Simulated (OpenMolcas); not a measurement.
# KT2/ANO-RCC-VDZ (DKH1) run of C2ClF3 (chlorotrifluoroethylene), part 1 of 2

Aim: the vertical ionisation energy of C2ClF3 (chlorotrifluoroethylene) at KT2/ANO-RCC-VDZ (DKH1), from 2 runs. 

The calculation is run with OpenMolcas 26.06.

## Step 1: The structure to begin with

C2ClF3: 6 atoms, total charge 0, spin state singlet. SMILES: `FC(F)=C(F)Cl`. Geometry: relaxed at GFN2-xTB.

Bond lengths: F1–C2 1.321 Å, C2–F3 1.321 Å, C2–C4 1.332 Å, C4–F5 1.334 Å, C4–Cl6 1.708 Å. Angles: F1–C2–F3 111.5°, F1–C2–C4 124.9°, F3–C2–C4 123.6°, C2–C4–F5 120.5°, C2–C4–Cl6 124.2°, F5–C4–Cl6 115.3°.

## Step 2: A single-point energy at KT2/ANO-RCC-VDZ (DKH1)

Contents of job.inp:

```
* C2ClF3 Kohn-Sham DFT

&GATEWAY
  Coord
  6
  bohr
  F      1.42390863    -3.15427416     0.24906590
  C     -0.14558450    -1.22219927     0.44529506
  F     -2.22483126    -1.85108123     1.67713194
  C      0.28561321     1.08077217    -0.47241263
  F      2.42799571     1.58963762    -1.70001652
  Cl    -1.76712069     3.55716377    -0.19904485
  Basis = ANO-RCC-VDZ
  Group = NoSym

&SEWARD
  Relativistic = R01O00
  Expert

&SCF
  KSDFT = KT2
  PrOrbitals = 1 1
```

The run is started by

```
$ export MOLCAS_MEM=1860
$ pymolcas job.inp > job.log
```

Output:

```text
--- Start Module: gateway ---

                                              &GATEWAY

                       available to each process: 1.9 GB of memory, 1 thread

++    Symmetry information:
      ---------------------

                    Character Table for C1

                             E
                    a        1  x, y, xy, Rz, z, xz, Ry, yz, Rx, I
--

++    Basis set information:
      ----------------------

      Basis set label: F.ANO-RCC...3S2P.

      Electronic valence basis set:
      ------------------
      Associated Effective Charge   9.000000 au
      Associated Actual Charge      9.000000 au
      Nuclear Model: Point charge

      Shell  nPrim  nBasis  Cartesian Spherical Contaminant
         s      14       3        X
         p       9       2        X

      Basis set label: C.ANO-RCC...3S2P.

      Electronic valence basis set:
      ------------------
      Associated Effective Charge   6.000000 au
      Associated Actual Charge      6.000000 au
      Nuclear Model: Point charge

      Shell  nPrim  nBasis  Cartesian Spherical Contaminant
         s      14       3        X
         p       9       2        X

      Basis set label: F.ANO-RCC...3S2P.

      Electronic valence basis set:
      ------------------
      Associated Effective Charge   9.000000 au
      Associated Actual Charge      9.000000 au
      Nuclear Model: Point charge

      Shell  nPrim  nBasis  Cartesian Spherical Contaminant
         s      14       3        X
         p       9       2        X

      Basis set label: C.ANO-RCC...3S2P.

      Electronic valence basis set:
      ------------------
      Associated Effective Charge   6.000000 au
      Associated Actual Charge      6.000000 au
      Nuclear Model: Point charge

      Shell  nPrim  nBasis  Cartesian Spherical Contaminant
         s      14       3        X
         p       9       2        X

      Basis set label: F.ANO-RCC...3S2P.

      Electronic valence basis set:
      ------------------
      Associated Effective Charge   9.000000 au
      Associated Actual Charge      9.000000 au
      Nuclear Model: Point charge

      Shell  nPrim  nBasis  Cartesian Spherical Contaminant
         s      14       3        X
         p       9       2        X

      Basis set label: CL.ANO-RCC...4S3P.

      Electronic valence basis set:
      ------------------
      Associated Effective Charge  17.000000 au
      Associated Actual Charge     17.000000 au
      Nuclear Model: Point charge

      Shell  nPrim  nBasis  Cartesian Spherical Contaminant
         s      17       4        X
         p      12       3        X
--

++    Molecular structure info:
      -------------------------

                    ************************************************
                    **** Cartesian Coordinates / bohr, angstrom ****
                    ************************************************

     Center  Label                x              y              z                     x              y              z
        1      F1               1.423909      -3.154274       0.249066              0.753500      -1.669170       0.131800
        2      C2              -0.145585      -1.222199       0.445295             -0.077040      -0.646760       0.235640
        3      F3              -2.224831      -1.851081       1.677132             -1.177330      -0.979550       0.887500
        4      C4               0.285613       1.080772      -0.472413              0.151140       0.571920      -0.249990
        5      F5               2.427996       1.589638      -1.700017              1.284840       0.841200      -0.899610
        6      CL6             -1.767121       3.557164      -0.199045             -0.935120       1.882370      -0.105330

                    ***************************************
                    *    InterNuclear Distances / bohr    *
                    ***************************************

               1 F1            2 C2            3 F3            4 C4            5 F5            6 CL6
    1 F1       0.000000
    2 C2       2.496944        0.000000
    3 F3       4.129284        2.497235        0.000000
    4 C4       4.444307        2.516306        4.417990        0.000000
    5 F5       5.226070        4.374026        6.700185        2.521063        0.000000
    6 CL6      7.444922        5.087914        5.742704        3.228151        4.870634        0.000000

                    *******************************************
                    *    InterNuclear Distances / angstrom    *
                    *******************************************

               1 F1            2 C2            3 F3            4 C4            5 F5            6 CL6
    1 F1       0.000000
    2 C2       1.321326        0.000000
    3 F3       2.185123        1.321480        0.000000
    4 C4       2.351826        1.331572        2.337900        0.000000
    5 F5       2.765517        2.314635        3.545585        1.334089        0.000000
    6 CL6      3.939683        2.692408        3.038908        1.708264        2.577429        0.000000

                    **************************************
                    *    Valence Bond Angles / degree    *
                    **************************************
                          Atom centers                 Phi
                      1 F1       2 C2       3 F3       111.55
                      1 F1       2 C2       4 C4       124.88
                      3 F3       2 C2       4 C4       123.58
                      2 C2       4 C4       5 F5       120.53

           ***************************************************************
           *              Valence Dihedral Angles / degree               *
           ***************************************************************
                    Atom centers                       Phi1     Phi2     Theta
           1 F1       2 C2       4 C4       5 F5        124.88   120.53     0.02
           3 F3       2 C2       4 C4       5 F5        123.58   120.53  -179.98
--

            Nuclear Potential Energy            293.15044707 au

--- Stop Module: gateway /rc=_RC_ALL_IS_WELL_ ---

--- Start Module: seward ---

                                              &SEWARD

                       available to each process: 1.9 GB of memory, 1 thread

 ###############################################################################
 ###    WARNING:  EXPERT option is ON!                                       ###
 ###############################################################################
               SEWARD will generate:
                  Multipole Moment integrals up to order  2
                  Kinetic Energy integrals
                  Nuclear Attraction integrals (point charge)
                  One-Electron Hamiltonian integrals
                  Velocity integrals
                  Relativistic Douglas-Kroll-Hess integrals:
                    - Parametrization         : OPT
                    - DKH order of Hamiltonian: 1
                    - DKH order of Properties : 0
                         - multipole moment operators
                         - electric potential operators
                         - contact operators
                  Orbital angular momentum around ( -0.2518   0.4984  -0.0258 )
                  Velocity quadrupole around ( -0.2518   0.4984  -0.0258 )
                  Atomic mean-field integrals
                  Two-Electron Repulsion integrals

                   Integrals are discarded if absolute value <: 1.00E-14
                   Integral cutoff threshold is set to       <: 1.00E-16

            Nuclear Potential Energy            293.15044707 au

      Basis set specifications :
      Symmetry species         a
      Basis functions           58

--- Stop Module: seward /rc=_RC_ALL_IS_WELL_ ---
--- Module seward spent 3 seconds ---

--- Start Module: scf ---

                                                &SCF

                       available to each process: 1.9 GB of memory, 1 thread

 ###############################################################################
 ###     Minimized-density-differences option turned off!                    ###
 ###############################################################################
++    Input section:
      --------------

      Header of the integral files:

      Cartesian coordinates in angstrom:
      -----------------------------------------------------
      No.  Label        X            Y            Z
      -----------------------------------------------------
       1   F1         0.75350000  -1.66917000   0.13180000
       2   C2        -0.07704000  -0.64676000   0.23564000
       3   F3        -1.17733000  -0.97955000   0.88750000
       4   C4         0.15114000   0.57192000  -0.24999000
       5   F5         1.28484000   0.84120000  -0.89961000
       6   CL6       -0.93512000   1.88237000  -0.10533000
      -----------------------------------------------------
      Nuclear repulsion energy =  293.15044707
--

++    Orbital specifications:
      -----------------------

      Symmetry species               1
                                     a
      Frozen orbitals                0
      Occupied orbitals             28
      Secondary orbitals            30
      Deleted orbitals               0
      Total number of orbitals      58
      Number of basis functions     58
--

      Molecular charge                           0.000

      Numerical integration parameters
      --------------------------------
      Radial quadrature type:                         MHL
      Size of radial grid:                            75
      Lebedev angular grid:                           29
      Angular grid pruned with the crowding factor:  3.00E+00
                                 and fading factor:  6.00E+00
      Screening threshold for integral computation:   1.00E-11
      Radial quadrature accuracy:                     1.00E-25
      Maximum batch size:                             128
      AO values are stored on disk
      The same grid will be used for all iterations.

      DFT functional specifications
      -----------------------------
      Using Libxc version: 6.2.2
      Please cite the following reference:
      S. Lehtola, C. Steigemann, M. J.T. Oliveira, and M. A.L. Marques.,  SoftwareX 7, 1–5 (2018) doi:10.1016/j.softx.2017.11.002

      * Keal and Tozer, version 2

++    Optimization specifications:
      ----------------------------

      SCF Algorithm: Conventional
      D(i)-D(i-1) density differences are used
      Number of density matrices in core                 5
      Maximum number of NDDO SCF iterations            400
      Maximum number of HF SCF iterations              400
      Threshold for SCF energy change             1.00E-09
      Threshold for density matrix                1.00E-04
      Threshold for Fock matrix                   1.50E-04
      Threshold for linear dependence             1.00E-09
      Threshold at which DIIS is turned on        1.50E-01
      Maximum depth in the DIIS procedure                5
      Maximum depth in the BFGS Hessian update          30
      Threshold at which QNR/C2DIIS is turned on  7.50E-02
      Threshold for Norm(delta) (QNR/C2DIIS)      1.00E-03
      All orbitals punched on: SCFORB
--

      Input vectors read from INPORB
      Orbital file label: *Guess orbitals

++ Convergence information
                                   KT2        iterations: Energy and convergence statistics

Iter     Tot. KT2        One-elec.       Two-elec.     Energy      Max Dij or  Max Fij      DNorm      TNorm      AccCon     Time
         Energy          Energy          Energy        Change      Delta Norm                                                in Sec.
   1  -846.093072849 -1814.918318939   675.674799025   0.00E+00    7.31E-01*   1.38E-01*    1.07E+01   1.76E+02   None         0.
   2  -845.096639709 -1821.393784040   683.146697265   9.96E-01*   1.22E-01*   1.24E-01*    7.83E+00   1.77E+02   EDIIS        0.
   3  -846.579717240 -1822.901121840   683.170957534  -1.48E+00*   1.63E-01*   2.80E-02*    2.30E+00   1.77E+02   c2DIIS       0.
   4  -846.565871292 -1817.836911776   678.120593418   1.38E-02*   5.79E-02*   1.58E-02*    1.15E+00   1.76E+02   c2DIIS       0.
   5  -846.597963079 -1819.646863314   679.898453169  -3.21E-02*   9.36E-02*   1.35E-02*    3.03E-01   1.76E+02   QNRc2DIIS    0.
   6  -846.589447535 -1820.769385393   681.029490792   8.52E-03*   6.70E-02*   3.40E-02*    5.36E-01   1.77E+02   QNRc2DIIS    0.
   7  -846.600189435 -1820.434000725   680.683364225  -1.07E-02*   8.62E-03*   3.43E-03*    3.87E-01   1.76E+02   QNRc2DIIS    0.
   8  -846.600358599 -1820.267325021   680.516519355  -1.69E-04*   2.27E-03*   7.59E-04*    4.89E-02   1.76E+02   QNRc2DIIS    0.
   9  -846.600371472 -1820.214021312   680.463202774  -1.29E-05*   5.42E-04    1.43E-04     1.40E-02   1.76E+02   QNRc2DIIS    0.
  10  -846.600371876 -1820.214315375   680.463496432  -4.04E-07*   3.43E-04    8.32E-05     3.89E-03   1.76E+02   QNRc2DIIS    0.
  11  -846.600372019 -1820.214742591   680.463923506  -1.42E-07*   9.48E-05    1.91E-05     2.12E-03   1.76E+02   QNRc2DIIS    0.
  12  -846.600372024 -1820.214916763   680.464097673  -5.55E-09*   4.31E-05    1.57E-05     6.72E-04   1.76E+02   QNRc2DIIS    0.
  13  -846.600372029 -1820.214243347   680.463424251  -5.12E-09*   7.69E-06    1.92E-06     2.75E-04   1.76E+02   QNRc2DIIS    0.
  14  -846.600372029 -1820.214301651   680.463482555  -1.80E-11    3.86E-06    1.80E-06     5.02E-05   1.76E+02   QNRc2DIIS    0.

       Convergence after  14 Iterations
--

 *****************************************************************************************************************************
 *                                             SCF/KS-DFT Program, Final results                                             *
 *                                                       Final Results                                                       *
 *****************************************************************************************************************************

::    Total KS-DFT energy                            -846.6003720294
      One-electron energy                           -1820.2143016506
      Two-electron energy                             680.4634825551
      Nuclear repulsion energy                        293.1504470661
      Kinetic energy (interpolated)                   849.4501786628
      Virial theorem                                    0.9966451162
      Total spin, S(S+1)                                0.0000000000
      Total spin, S                                     0.0000000000
      Max non-diagonal density matrix element           0.0000029095
      Max non-diagonal Fock matrix element              0.0000011365

      All orbitals with orbital energies smaller than  E(LUMO)+0.5 are printed

++    Molecular orbitals:
      -------------------

      Title: RKS-DFT orbitals

      Molecular orbitals for symmetry species 1: a

          Orbital            1         2         3         4         5         6         7         8         9        10
          Energy         -102.1222  -24.8223  -24.8222  -24.8144  -10.4398  -10.4119   -9.4957   -7.2039   -7.1900   -7.1898
          Occ. No.          2.0000    2.0000    2.0000    2.0000    2.0000    2.0000    2.0000    2.0000    2.0000    2.0000

          Orbital           11        12        13        14        15        16        17        18        19        20
          Energy           -1.2739   -1.2298   -1.2139   -0.8851   -0.7662   -0.6173   -0.5708   -0.5581   -0.5168   -0.4945
          Occ. No.          2.0000    2.0000    2.0000    2.0000    2.0000    2.0000    2.0000    2.0000    2.0000    2.0000

          Orbital           21        22        23        24        25        26        27        28        29        30
          Energy           -0.4580   -0.4403   -0.4241   -0.4104   -0.3957   -0.3526   -0.3340   -0.2484   -0.0505   -0.0500
          Occ. No.          2.0000    2.0000    2.0000    2.0000    2.0000    2.0000    2.0000    2.0000    0.0000    0.0000

          Orbital           31        32        33        34        35        36        37        38        39        40
          Energy           -0.0043    0.0322    0.1766    0.2289    0.2431    0.2486    0.2674    0.3169    0.3470    0.3510
          Occ. No.          0.0000    0.0000    0.0000    0.0000    0.0000    0.0000    0.0000    0.0000    0.0000    0.0000

          Orbital           41        42
          Energy            0.4069    0.4355
          Occ. No.          0.0000    0.0000

--

++    Molecular charges:
      ------------------

      Mulliken charges per centre and basis function type
      ---------------------------------------------------

                F1      C2      F3      C4      F5      CL6
      1s       2.0009  2.0066  2.0009  2.0069  2.0008  2.0000
      2s       1.9487  0.9716  1.9483  1.1466  1.9529  1.9999
      2px      1.7351  0.6603  1.5911  0.7858  1.5630  2.0000
      2pz      1.9121  1.0457  1.7988  1.1095  1.8079  2.0000
      2py      1.6104  0.7741  1.8744  0.9690  1.8838  2.0000
      3s      -0.0118  0.0089 -0.0121 -0.0024 -0.0114  1.9452
      3px     -0.0110  0.0537 -0.0122  0.0336 -0.0191  1.5812
      3pz     -0.0172  0.0065 -0.0177  0.0143 -0.0222  1.9097
      3py     -0.0069  0.0685 -0.0032  0.0412 -0.0092  1.4141
      4s       0.0000  0.0000  0.0000  0.0000  0.0000 -0.0171
      4px      0.0000  0.0000  0.0000  0.0000  0.0000 -0.0031
      4pz      0.0000  0.0000  0.0000  0.0000  0.0000 -0.0093
      4py      0.0000  0.0000  0.0000  0.0000  0.0000  0.0038
      Total    9.1604  5.5960  9.1683  6.1047  9.1464 16.8242

      N-E     -0.1604  0.4040 -0.1683 -0.1047 -0.1464  0.1758

      Total electronic charge=   56.000000

      Total            charge=   -0.000000
--

++    Static properties:
      ------------------

      LoProp Charges per center

                   F1       C2       F3       C4       F5       CL6
      Nuclear      9.0000   6.0000   9.0000   6.0000   9.0000  17.0000
      Electronic  -9.1881  -5.5930  -9.1930  -5.8718  -9.1946 -16.9596

      Total       -0.1881   0.4070  -0.1930   0.1282  -0.1946   0.0404
--

++    Natural Bond Order analysis
      ---------------------------
      Based on LoProp computed density
      -------------------------------------------------------------------------------------
      Atom A       Atom B       Bond Order
      -------------------------------------------------------------------------------------
      NBO located      0.999 non-bonded electrons on atom F1
      NBO located      0.957 non-bonded electrons on atom F1
      NBO located      0.984 non-bonded electrons on atom C2
      NBO located      0.997 non-bonded electrons on atom F3
      NBO located      0.999 non-bonded electrons on atom F3
      NBO located      0.986 non-bonded electrons on atom C4
      NBO located      1.017 non-bonded electrons on atom F5
      NBO located      0.999 non-bonded electrons on atom F5
      NBO located      0.982 non-bonded electrons on atom F5
      NBO located      0.964 non-bonded electrons on atom CL6
      NBO located      1.015 non-bonded electrons on atom CL6
      NBO located      0.996 non-bonded electrons on atom CL6
      NBO located      1.000 non-bonded electrons on atom CL6
      NBO located      1.000 non-bonded electrons on atom CL6
      NBO located      1.000 non-bonded electrons on atom CL6
      NBO located      1.000 non-bonded electrons on atom CL6
      The remaining   12.734 electrons are to be considered as diffuse
--

++    Molecular properties:
      ---------------------

      Charge (e):
                      =   -0.0000
      Dipole Moment (debye):
      Origin of the operator (angstrom)=   -0.1333    0.2638   -0.0136
                   X= -4.8137E-01               Y=  4.9468E-01               Z=  9.0342E-02           Total=  6.9612E-01
      Quadrupole Moment (debye*angstrom):
      Origin of the operator (angstrom)=   -0.1333    0.2638   -0.0136
                  XX= -4.0891E+01              XY= -6.2747E-01              XZ=  1.7245E+00              YY= -4.0174E+01
                  YZ=  1.0300E+00              ZZ= -3.9003E+01
      In traceless form (debye*angstrom)
                  XX= -1.3020E+00              XY= -9.4121E-01              XZ=  2.5868E+00              YY= -2.2705E-01
                  YZ=  1.5449E+00              ZZ=  1.5290E+00
--

--- Stop Module: scf /rc=_RC_ALL_IS_WELL_ ---
--- Module scf spent 4 seconds ---

.##################.
.# Happy landing! #.
.##################.

    Timing: Wall=7.98 User=6.73 System=1.23
```

It took 8.4 s on 1 thread of Arm Neoverse V1, shared host; peak memory 0.4 GiB.

(Continued in part 2 of 2.)
